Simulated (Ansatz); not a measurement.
Ansatz (a quantum-chemistry and plane-wave program) input (HF/6-31G*):

Ansatz 0.2 input:
```yaml
crystal:
  periodic: [false, false, false]
  atoms:
    - {symbol: C, position_ang: [-0.00000000, -0.00000000, -0.62498564]}
    - {symbol: N, position_ang: [0.00000000, 0.00000000, 0.53570197]}
basis:
  gaussian:
    orbitals: 6-31G*
hamiltonian:
  xc: {name: HF}
total_charge: -1
phonons: {temperatures: {t_min: 298.15, t_max: 298.15, t_step: 100}}
```

Output:

```
WARN ansatz: RAYON_NUM_THREADS=1 ignored (pool sized by the plan → 1); use --threads N
Functional definition: HF
integrals: 0.00 GiB planned
318 factors; integrals over basis functions are off by at most 1.9e-4 eV
mean field: 0.04 GiB planned
mean field evaluation 1: about -2510.6607 eV, gradient 1.4e1 eV
mean field evaluation 2: about -2510.6622 eV, gradient 1.4e1 eV
mean field evaluation 4: about -2511.2190 eV, gradient 1.2e0 eV
mean field evaluation 8: about -2511.2234 eV, gradient 6.2e-3 eV
mean field -2511.22342812 eV, -92.2857588149 hartree, gradient 1.6e-5 eV, S^2 0.000000; 0 other end points of the search recorded, 0 dependent functions left out
the calculation of the forces begins
reference -2511.22342812 eV, -92.2857588149 hartree; 7, 7 occupied and 23, 23 virtual orbitals, 318 factors
these checks for a lower state are left out or cut short: stability, starts, cluster_reference, orbital_swaps, neighbouring_geometries, increment
integrals: 0.00 GiB planned
318 factors; integrals over basis functions are off by at most 1.9e-4 eV
mean field: 0.04 GiB planned
mean field evaluation 16: about -2511.2234 eV, gradient 9.1e-6 eV
mean field -2511.22342812 eV, -92.2857588149 hartree, gradient 9.1e-6 eV, S^2 0.000000; 0 other end points of the search recorded, 0 dependent functions left out
the calculation of the forces begins
reference -2511.22342812 eV, -92.2857588149 hartree; 7, 7 occupied and 23, 23 virtual orbitals, 318 factors
these checks for a lower state are left out or cut short: stability, starts, cluster_reference, orbital_swaps, neighbouring_geometries, increment
integrals: 0.00 GiB planned
318 factors; integrals over basis functions are off by at most 1.9e-4 eV
mean field: 0.04 GiB planned
mean field -2511.22342812 eV, -92.2857588149 hartree, gradient 9.1e-6 eV, S^2 0.000000; 0 other end points of the search recorded, 0 dependent functions left out
the calculation of the forces begins
reference -2511.22342812 eV, -92.2857588149 hartree; 7, 7 occupied and 23, 23 virtual orbitals, 318 factors
these checks for a lower state are left out or cut short: stability, starts, cluster_reference, orbital_swaps, neighbouring_geometries, increment
integrals: 0.00 GiB planned
318 factors; integrals over basis functions are off by at most 1.9e-4 eV
mean field: 0.04 GiB planned
mean field -2511.22342812 eV, -92.2857588149 hartree, gradient 9.1e-6 eV, S^2 0.000000; 0 other end points of the search recorded, 0 dependent functions left out
the calculation of the forces begins
reference -2511.22342812 eV, -92.2857588149 hartree; 7, 7 occupied and 23, 23 virtual orbitals, 318 factors
these checks for a lower state are left out or cut short: stability, starts, cluster_reference, orbital_swaps, neighbouring_geometries, increment
integrals: 0.00 GiB planned
318 factors; integrals over basis functions are off by at most 1.9e-4 eV
mean field: 0.04 GiB planned
mean field evaluation 32: about -2511.2234 eV, gradient 1.8e-2 eV
mean field -2511.22342812 eV, -92.2857588149 hartree, gradient 9.1e-6 eV, S^2 0.000000; 0 other end points of the search recorded, 0 dependent functions left out
the calculation of the forces begins
reference -2511.22342812 eV, -92.2857588149 hartree; 7, 7 occupied and 23, 23 virtual orbitals, 318 factors
these checks for a lower state are left out or cut short: stability, starts, cluster_reference, orbital_swaps, neighbouring_geometries, increment
integrals: 0.00 GiB planned
318 factors; integrals over basis functions are off by at most 1.9e-4 eV
mean field: 0.04 GiB planned
mean field -2511.22301226 eV, -92.2857435326 hartree, gradient 8.7e-6 eV, S^2 0.000000; 0 other end points of the search recorded, 0 dependent functions left out
the calculation of the forces begins
reference -2511.22301226 eV, -92.2857435326 hartree; 7, 7 occupied and 23, 23 virtual orbitals, 318 factors
these checks for a lower state are left out or cut short: stability, starts, cluster_reference, orbital_swaps, neighbouring_geometries, increment
integrals: 0.00 GiB planned
318 factors; integrals over basis functions are off by at most 2.0e-4 eV
mean field: 0.04 GiB planned
mean field -2511.22301645 eV, -92.2857436866 hartree, gradient 8.5e-6 eV, S^2 0.000000; 0 other end points of the search recorded, 0 dependent functions left out
the calculation of the forces begins
reference -2511.22301645 eV, -92.2857436866 hartree; 7, 7 occupied and 23, 23 virtual orbitals, 318 factors
these checks for a lower state are left out or cut short: stability, starts, cluster_reference, orbital_swaps, neighbouring_geometries, increment
integrals: 0.00 GiB planned
318 factors; integrals over basis functions are off by at most 1.9e-4 eV
mean field: 0.04 GiB planned
mean field -2511.22342812 eV, -92.2857588149 hartree, gradient 9.1e-6 eV, S^2 0.000000; 0 other end points of the search recorded, 0 dependent functions left out
the calculation of the forces begins
reference -2511.22342812 eV, -92.2857588149 hartree; 7, 7 occupied and 23, 23 virtual orbitals, 318 factors
these checks for a lower state are left out or cut short: stability, starts, cluster_reference, orbital_swaps, neighbouring_geometries, increment
integrals: 0.00 GiB planned
318 factors; integrals over basis functions are off by at most 1.9e-4 eV
mean field: 0.04 GiB planned
mean field -2511.22342812 eV, -92.2857588149 hartree, gradient 9.1e-6 eV, S^2 0.000000; 0 other end points of the search recorded, 0 dependent functions left out
the calculation of the forces begins
reference -2511.22342812 eV, -92.2857588149 hartree; 7, 7 occupied and 23, 23 virtual orbitals, 318 factors
these checks for a lower state are left out or cut short: stability, starts, cluster_reference, orbital_swaps, neighbouring_geometries, increment
integrals: 0.00 GiB planned
318 factors; integrals over basis functions are off by at most 1.9e-4 eV
mean field: 0.04 GiB planned
mean field evaluation 64: about -2511.2234 eV, gradient 9.1e-6 eV
mean field -2511.22342812 eV, -92.2857588149 hartree, gradient 9.1e-6 eV, S^2 0.000000; 0 other end points of the search recorded, 0 dependent functions left out
the calculation of the forces begins
reference -2511.22342812 eV, -92.2857588149 hartree; 7, 7 occupied and 23, 23 virtual orbitals, 318 factors
these checks for a lower state are left out or cut short: stability, starts, cluster_reference, orbital_swaps, neighbouring_geometries, increment
integrals: 0.00 GiB planned
318 factors; integrals over basis functions are off by at most 1.9e-4 eV
mean field: 0.04 GiB planned
mean field -2511.22342812 eV, -92.2857588149 hartree, gradient 9.1e-6 eV, S^2 0.000000; 0 other end points of the search recorded, 0 dependent functions left out
the calculation of the forces begins
reference -2511.22342812 eV, -92.2857588149 hartree; 7, 7 occupied and 23, 23 virtual orbitals, 318 factors
these checks for a lower state are left out or cut short: stability, starts, cluster_reference, orbital_swaps, neighbouring_geometries, increment
integrals: 0.00 GiB planned
318 factors; integrals over basis functions are off by at most 2.0e-4 eV
mean field: 0.04 GiB planned
mean field -2511.22301645 eV, -92.2857436866 hartree, gradient 8.5e-6 eV, S^2 0.000000; 0 other end points of the search recorded, 0 dependent functions left out
the calculation of the forces begins
reference -2511.22301645 eV, -92.2857436866 hartree; 7, 7 occupied and 23, 23 virtual orbitals, 318 factors
these checks for a lower state are left out or cut short: stability, starts, cluster_reference, orbital_swaps, neighbouring_geometries, increment
integrals: 0.00 GiB planned
318 factors; integrals over basis functions are off by at most 1.9e-4 eV
mean field: 0.04 GiB planned
mean field -2511.22301226 eV, -92.2857435326 hartree, gradient 8.7e-6 eV, S^2 0.000000; 0 other end points of the search recorded, 0 dependent functions left out
the calculation of the forces begins
reference -2511.22301226 eV, -92.2857435326 hartree; 7, 7 occupied and 23, 23 virtual orbitals, 318 factors
Total energy: -2511.22342812 eV, -92.2857588149 hartree
Atom 0 at    -0.000000    -0.000000    -0.624986 Å, force    -0.000000    -0.000000     0.000012 eV/Å
Atom 1 at     0.000000     0.000000     0.535702 Å, force     0.000000     0.000000    -0.000012 eV/Å
Dipole moment:    -0.000000    -0.000000     0.063414 e Å
Vibrations: 2359.70 cm⁻¹, zero-point energy 0.146283 eV
```

The blocks after the first are displaced geometries, from whose forces the wavenumbers follow.

The dipole moment of an ion depends on the origin.
